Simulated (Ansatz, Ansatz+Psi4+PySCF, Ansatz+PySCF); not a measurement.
```xyz
4

C     0.0000    0.6762   -0.0958
Cl   -1.4412   -0.1592    0.0077
Cl    1.4412   -0.1592    0.0077
H     0.0000    1.6920    0.2695
```

Basis set: cc-pVTZ on H, C; cc-pV(T+d)Z on Cl (spherical functions). Left uncorrelated: 11 orbitals. Correlation on ROHF uses semicanonical orbitals with singles. Charge 0, multiplicity 2.

Computed with Ansatz (development build ahead of 0.2.0); each method stands on the lowest determinant of its kind that the runs found.

Give the atomization energy at this shape (free ground-state atoms in the same class of orbitals less the molecule, no zero-point energy) of doublet CHCl2 by ROHF-CCSD(T), ROHF-MP2.

```
      method  atomization energy
ROHF-CCSD(T)     255.79 kcal/mol
    ROHF-MP2     265.36 kcal/mol
```
